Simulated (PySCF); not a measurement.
# triplet HNO2 at 6 levels

We compute a comparison of 6 runs (UB3LYP/6-31G*, U-wB97M-V/def2-TZVP, UCAM-B3LYP/def2-TZVP, UM06-2X/def2-TZVP, UPBE/def2-TZVP, USCS-MP2/def2-TZVP) of triplet HNO2. 

The calculation is run with PySCF 2.14.0.

3 further runs of the same task are left out: 3 set aside as unsound or not needed.

## 1. The molecule

HNO2: 4 atoms, total charge 0, spin state triplet. As SMILES of the parent species, `O=NO`. The shape is that of a GFN2-xTB optimisation. That shape belongs to the parent species and isn't relaxed for this state.

Bond lengths: O1–N2 1.181 Å, N2–O3 1.392 Å, O3–H4 0.968 Å. Angles: O1–N2–O3 113.7°, N2–O3–H4 106.9°.

## 2. A single-point energy at UB3LYP/6-31G(d) (spherical functions) (run 1)

Contents of job.py:

```python
from pyscf import gto, dft

system = gto.Mole()
system.atom = [
    ('O', (0.424700, 0.045690, 1.471310)),
    ('N', (0.319310, -0.411420, 0.387280)),
    ('O', (-0.357270, 0.415910, -0.505360)),
    ('H', (-0.386730, -0.050180, -1.353230)),
]
system.max_memory = 1860
system.spin = 2
system.verbose = 4
system.basis = '6-31g*'
system.charge = 0
system.build()

myscf = dft.UKS(system)
myscf.xc = 'b3lyp'
myscf.conv_tol = 1e-10
myscf.grids.level = 5
myscf.kernel()
if not myscf.converged:
    myscf = myscf.newton().run(myscf.mo_coeff, myscf.mo_occ)

e_final = myscf.e_tot
print(f'total energy: {e_final:.8f} hartree')
```

Started as:

```
OMP_NUM_THREADS=1 python job.py
```

The log of the run:

```text
PySCF version 2.14.0

[INPUT] num. atoms = 4
[INPUT] num. electrons = 24
[INPUT] charge = 0
[INPUT] spin (= nelec alpha-beta = 2S) = 2
[INPUT] symmetry False subgroup None
[INPUT] Mole.unit = angstrom
[INPUT] Symbol           X                Y                Z      unit          X                Y                Z       unit  Magmom
[INPUT]  1 O      0.424700000000   0.045690000000   1.471310000000 AA    0.802566685103   0.086341586631   2.780372944334 Bohr   0.0
[INPUT]  2 N      0.319310000000  -0.411420000000   0.387280000000 AA    0.603408448835  -0.777471122169   0.731853133522 Bohr   0.0
[INPUT]  3 O     -0.357270000000   0.415910000000  -0.505360000000 AA   -0.675142452523   0.785955992468  -0.954991994310 Bohr   0.0
[INPUT]  4 H     -0.386730000000  -0.050180000000  -1.353230000000 AA   -0.730813784153  -0.094826456931  -2.557234083545 Bohr   0.0

nuclear repulsion = 69.8154170979386
number of shells = 20
number of NR pGTOs = 85
number of NR cGTOs = 44
basis = 6-31g*
ecp = {}

[... 34 lines left out ...]
WARN: HOMO -0.11850390453921 >= LUMO -0.287238132876573
[... 50 lines left out ...]
converged SCF energy = -205.605044633496  <S^2> = 2.0072556  2S+1 = 3.0048332
total energy: -205.60504463 hartree
```

Run time: 8.7 s. Hardware: 1 thread of Arm Neoverse V1, shared host; peak memory 0.27 GiB.

## 3. The energy at U-wB97M-V/def2-TZVP (run 2)

Contents of job.py:

```python
from pyscf import gto, dft

mol = gto.M(
    atom='O 0.424700 0.045690 1.471310; N 0.319310 -0.411420 0.387280; O -0.357270 0.415910 -0.505360; H -0.386730 -0.050180 -1.353230',
    verbose=3,
    max_memory=1860,
    basis='def2-tzvp',
    spin=2,
    charge=0,
)

mf = dft.UKS(mol)
mf.xc = 'wb97m-v'
mf.conv_tol = 1e-10
mf.nlcgrids.level = 1
mf.grids.level = 5
mf.kernel()
if not mf.converged:
    mf = mf.newton().run(mf.mo_coeff, mf.mo_occ)

e_final = mf.e_tot
print(f'total energy: {e_final:.8f} hartree')
```

Started as:

```
OMP_NUM_THREADS=1 python job.py
```

The log of the run:

```text
WARN: HOMO -0.0843647406633607 >= LUMO -0.276815358893622

converged SCF energy = -205.649391964763  <S^2> = 2.0082672  2S+1 = 3.0055064
total energy: -205.64939196 hartree
```

Wall time 89 s (1 thread of Arm Neoverse V1, shared host); peak memory 0.55 GiB.

Run 3 isn't shown in full; the table further down has it.

## 4. A single-point energy at UM06-2X/def2-TZVP (run 4)

Contents of geometry.xyz:

```xyz
4

O      0.424700     0.045690     1.471310
N      0.319310    -0.411420     0.387280
O     -0.357270     0.415910    -0.505360
H     -0.386730    -0.050180    -1.353230
```

Contents of calc.py:

```python
from pyscf import gto, dft

system = gto.Mole()
system.atom = 'geometry.xyz'
system.basis = 'def2-tzvp'
system.spin = 2
system.verbose = 3
system.max_memory = 1860
system.build()

mf = dft.UKS(system, xc='m06-2x')
mf.conv_tol = 1e-10
mf.grids.level = 5
mf.kernel()
if not mf.converged:
    mf = mf.newton().run(mf.mo_coeff, mf.mo_occ)

e_final = mf.e_tot
print('Final energy', e_final)
```

Started as:

```
OMP_NUM_THREADS=1 python calc.py
```

The log of the run:

```text
WARN: HOMO -0.0955113870362183 >= LUMO -0.283553048317472

converged SCF energy = -205.621196547107  <S^2> = 2.0115141  2S+1 = 3.0076662
Final energy -205.6211965471074
```

Wall time 62 s (1 thread of Arm Neoverse V1, shared host); peak memory 0.55 GiB.

Run 5 isn't shown in full; the table further down has it.

## 5. A single-point energy at USCS-MP2/def2-TZVP (run 6)

Contents of input.xyz:

```xyz
4

O      0.424700     0.045690     1.471310
N      0.319310    -0.411420     0.387280
O     -0.357270     0.415910    -0.505360
H     -0.386730    -0.050180    -1.353230
```

Contents of job.py:

```python
from pyscf import gto, mp

mol = gto.M(
    atom='input.xyz',
    spin=2,
    max_memory=1860,
    verbose=4,
    basis='def2-tzvp',
)

hf = mol.UHF()
hf.conv_tol = 1e-10
hf.kernel()
if not hf.converged:
    hf = hf.newton().run(hf.mo_coeff, hf.mo_occ)

pt = mp.MP2(hf, frozen=3).run()
e_final = hf.e_tot + 1.2 * pt.e_corr_os + pt.e_corr_ss / 3
print('E(%s) = %.9f' % ('SCS-MP2', e_final))
```

Started as:

```
OMP_NUM_THREADS=1 python job.py
```

The log of the run:

```text
PySCF version 2.14.0

[INPUT] num. atoms = 4
[INPUT] num. electrons = 24
[INPUT] charge = 0
[INPUT] spin (= nelec alpha-beta = 2S) = 2
[INPUT] symmetry False subgroup None
[INPUT] Mole.unit = angstrom
[INPUT] Symbol           X                Y                Z      unit          X                Y                Z       unit  Magmom
[INPUT]  1 O      0.424700000000   0.045690000000   1.471310000000 AA    0.802566685103   0.086341586631   2.780372944334 Bohr   0.0
[INPUT]  2 N      0.319310000000  -0.411420000000   0.387280000000 AA    0.603408448835  -0.777471122169   0.731853133522 Bohr   0.0
[INPUT]  3 O     -0.357270000000   0.415910000000  -0.505360000000 AA   -0.675142452523   0.785955992468  -0.954991994310 Bohr   0.0
[INPUT]  4 H     -0.386730000000  -0.050180000000  -1.353230000000 AA   -0.730813784153  -0.094826456931  -2.557234083545 Bohr   0.0

nuclear repulsion = 69.8154170979386
number of shells = 37
number of NR pGTOs = 146
number of NR cGTOs = 99
basis = def2-tzvp
ecp = {}

[... 20 lines left out ...]
WARN: HOMO -0.0363265168161391 >= LUMO -0.266714820930808
[... 78 lines left out ...]
converged SCF energy = -204.679729299385  <S^2> = 2.0470643  2S+1 = 3.0312138
[... 1 line left out ...]
******** <class 'pyscf.mp.ump2.UMP2'> ********
nocc = (np.int64(10), np.int64(8)), nmo = (96, 96)
frozen orbitals 3
E(UMP2) = -205.291932321945  E_corr = -0.612203022559894
E(SCS-UMP2) = -205.272771368099  E_corr = -0.59304206871436
E_corr(same-spin) = -0.163386413489437
E_corr(oppo-spin) = -0.448816609070456
E(SCS-MP2) = -205.272771368
```

Wall time 5.1 s (1 thread of Arm Neoverse V1, shared host); peak memory 0.25 GiB.

## 6. The series

```tsv
run	level	nlc grid	integration grid	energy (Eh)	dipole moment (D) of the reference	HOMO energy (eV)	LUMO energy (eV)	wall time
1	UB3LYP/6-31G* (spherical functions)	–	5	-205.605045	2.48	-4.98	-4.27	8.7 s
2	U-wB97M-V/def2-TZVP	1	5	-205.649392	2.45	-8.00	-2.07	89 s
3	UCAM-B3LYP/def2-TZVP	–	5	-205.641943	2.50	-7.29	-3.17	35 s
4	UM06-2X/def2-TZVP	–	5	-205.621197	2.50	-7.39	-3.27	62 s
5	UPBE/def2-TZVP	–	5	-205.508122	2.46	-3.72	–	21 s
6	USCS-MP2/def2-TZVP	–	–	-205.272771	2.17	-10.88	1.16	5.1 s
```

## 7. Results

| quantity | value |
| --- | --- |
| run 6: total energy | -205.27277 Eh |
| run 6: dipole moment (Hartree–Fock density) | 2.17 D |
| run 6: HOMO energy (Hartree–Fock orbitals) (highest over α and β) | -10.88 eV |
| run 6: LUMO energy (Hartree–Fock orbitals) (lowest over α and β) | 1.16 eV |
| run 6: correlation energy (3 core orbitals frozen) | -593.0 mEh |
| run 6: ⟨S²⟩ of the reference determinant | 2.047 |

Over runs 1, 2, 3, 4, 5 the dipole moment (its size) runs from 2.45 D (U-wB97M-V/def2-TZVP) to 2.50 D (UM06-2X/def2-TZVP). Totals of different functionals can't be ranked against each other. All runs together took 3.7 min, the longest 89 s.
